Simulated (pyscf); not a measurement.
PySCF, gas phase, ωB97X-D3(BJ)/def2-SVP geometries. MP2 and CC: frozen core, UHF for open shells. ΔMP2 is the change of the MP2 total energy from the triple- to the quadruple-zeta basis.

Estimate the classical barrier height and the reaction energy of `[CH4]` + `[CH3][AlH][F]` → `[CH3][F]` + `[CH3][AlH2]` at CCSD(T)/def2-TZVPP + ΔMP2(QZVPP). The step runs on the singlet surface, breaks C–H, Al–F and forms C–F, Al–H; take the separated reactants as zero.

ΔE‡ = 4.26 eV, ΔE = +3.12 eV. Zero-point energy shifts the barrier by -0.03 eV. It is a four-centre exchange, with an imaginary mode of 992i cm⁻¹. On the reactant side the descent ends in a complex (not fully relaxed), 0.17 eV under the separated species and 4.30 eV under the saddle at ωB97X-D3(BJ)/def2-TZVP. On the product side the descent ends in an adduct with a Al–F contact (not fully relaxed), 0.60 eV under the separated species and 1.71 eV under the saddle at ωB97X-D3(BJ)/def2-TZVP. What is counted as broken (Al–F) persists as a longer contact in the product adduct; parting that adduct is a step of its own. At ωB97X-D3(BJ) the barrier from the zero used here is 4.12 eV. The same reactants have a lower exit, to H₃C–Al(CH₃)–F + H₂ (barrier +1.52 eV at ωB97M-D3(BJ), against +4.13 eV here). This is the saddle that the search found; another between the same sides may lie lower. The CCSD(T) − MP2 part came from Ansatz, without density fitting, on the same reference.
